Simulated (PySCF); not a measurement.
PySCF input (PBE/cc-pVDZ):

```python
import numpy as np, basis_set_exchange as bse
from pyscf import gto, scf, dft, df

basis = {'H': gto.basis.parse(bse.get_basis('cc-pVDZ', elements=['H'], fmt='nwchem'))}
mol = gto.M(
    atom='''
    H    -0.00000000   -0.00000000   -0.37201156
    H     0.00000000    0.00000000    0.37201156
    ''',
    basis=basis,
    charge=0,
    verbose=4,
    max_memory=8640,
)
mf = dft.RKS(mol, xc='pbe')
mf.grids.level = 3
mf = mf.density_fit(auxbasis=df.autoaux(mol))
mf.conv_tol = 1e-9
mf.max_cycle = 100
print('smallest overlap eigenvalue', np.linalg.eigvalsh(mol.intor('int1e_ovlp'))[0])
mf.kernel()
dip = mf.dip_moment()
```

Output:

```
PySCF version 2.14.0

[INPUT] verbose = 4
[INPUT] num. atoms = 2
[INPUT] num. electrons = 2
[INPUT] charge = 0
[INPUT] spin (= nelec alpha-beta = 2S) = 0
[INPUT] symmetry False subgroup None
[INPUT] Mole.unit = angstrom
[INPUT] Symbol           X                Y                Z      unit          X                Y                Z       unit  Magmom
[INPUT]  1 H      0.000000000000   0.000000000000  -0.372011560000 AA    0.000000000000   0.000000000000  -0.702999963572 Bohr   0.0
[INPUT]  2 H      0.000000000000   0.000000000000   0.372011560000 AA    0.000000000000   0.000000000000   0.702999963572 Bohr   0.0

nuclear repulsion = 0.711237590197466
number of shells = 4
number of NR pGTOs = 14
number of NR cGTOs = 10
basis = {'H': [[0, [13.01, 0.019685, 0.0], [1.962, 0.137977, 0.0], [0.4446, 0.478148, 0.0], [0.122, 0.50124, 1.0]], [1, [0.727, 1.0]]]}
ecp = {}
ETB for H: l = 0, exps = 0.244 * 1.8^n , n = 0..8
ETB for H: l = 1, exps = 0.849 * 2^n , n = 0..1
ETB for H: l = 2, exps = 1.454 * 2.2^n , n = 0..0
smallest overlap eigenvalue 0.01489775233062599

******** <class 'pyscf.df.df_jk.DFRKS'> ********
method = DFRKS
initial guess = minao
damping factor = 0
level_shift factor = 0
DIIS = <class 'pyscf.scf.diis.CDIIS'>
diis_start_cycle = 1
diis_space = 8
diis_damp = 0
SCF conv_tol = 1e-09
SCF conv_tol_grad = None
SCF max_cycles = 100
direct_scf = False
XC library pyscf.dft.libxc version 7.1.2
    S. Lehtola, C. Steigemann, M. J. T. Oliveira, and M. A. L. Marques,  SoftwareX 7, 1–5 (2018)
XC functionals = pbe
    J. P. Perdew, K. Burke, and M. Ernzerhof,  Phys. Rev. Lett. 77, 3865 (1996)
    J. P. Perdew, K. Burke, and M. Ernzerhof,  Phys. Rev. Lett. 78, 1396 (1997)
    J. P. Perdew, K. Burke, and M. Ernzerhof,  Phys. Rev. Lett. 77, 3865 (1996)
    J. P. Perdew, K. Burke, and M. Ernzerhof,  Phys. Rev. Lett. 78, 1396 (1997)
radial grids:
    Treutler-Ahlrichs [JCP 102, 346 (1995); DOI:10.1063/1.469408] (M4) radial grids

becke partition: Becke, JCP 88, 2547 (1988); DOI:10.1063/1.454033
pruning grids: <function nwchem_prune>
grids dens level: 3
symmetrized grids: False
atomic radii adjust function: <function treutler_atomic_radii_adjust>
small_rho_cutoff = 0
Set gradient conv threshold to 3.16228e-05
Initial guess from minao.
tot grids = 19616
init E= -0.958881991252486
  HOMO = -0.425910588240044  LUMO = 0.0344343172449056  gap/eV = 12.52662
cycle= 1 E= -1.1586159647273  delta_E= -0.2  |g|= 0.052  |ddm|=  1.9
  HOMO = -0.36112770018719  LUMO = 0.0637665848200925  gap/eV = 11.56196
cycle= 2 E= -1.15986856209741  delta_E= -0.00125  |g|= 0.0164  |ddm|= 0.311
  HOMO = -0.37619752272599  LUMO = 0.0569240535116231  gap/eV = 11.78584
cycle= 3 E= -1.16000138828654  delta_E= -0.000133  |g|= 4.26e-05  |ddm|= 0.0704
  HOMO = -0.376215272610826  LUMO = 0.0569043677451637  gap/eV = 11.78579
cycle= 4 E= -1.16000138897661  delta_E= -6.9e-10  |g|= 5.76e-07  |ddm|= 0.000117
  HOMO = -0.376215865228454  LUMO = 0.056904415643988  gap/eV = 11.78580
Extra cycle  E= -1.1600013889767  delta_E= -8.35e-14  |g|= 7.11e-08  |ddm|= 4.93e-07
converged SCF energy = -1.1600013889767
Dipole moment(X, Y, Z, Debye): -0.00000, -0.00000, -0.00000
```
